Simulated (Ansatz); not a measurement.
Solid chlorine

All values below come from revPBE in Ansatz (plane waves, PAW).

Numerical settings: plane-wave cutoff 520 eV, 10×10×4 k mesh (along the axes of the cell as run), Fermi–Dirac smearing 0.01 eV, scalar-relativistic PAW data made under PBE.

Cell (relaxed at this level):

```xyz
4
Lattice="2.9288 -4.3832 0.0000 2.9288 4.3832 0.0000 0.0000 0.0000 9.7034" Properties=species:S:1:pos:R:3 pbc="T T T"
Cl     5.3621     0.0000     8.8276
Cl     3.4244     0.0000     3.9760
Cl     2.4333     0.0000     5.7274
Cl     0.4955     0.0000     0.8757
```

```json
{
 "band_gap": "2.74 eV (indirect)",
 "smallest_direct_gap_on_the_k_points_sampled": "2.76 eV"
}
```

Note: the cell comes from a level without a dispersion term, which matters for the spacing of layers, chains or molecules.

Computing time: roughly 50 core-minutes.

Ansatz is a first-principles code.
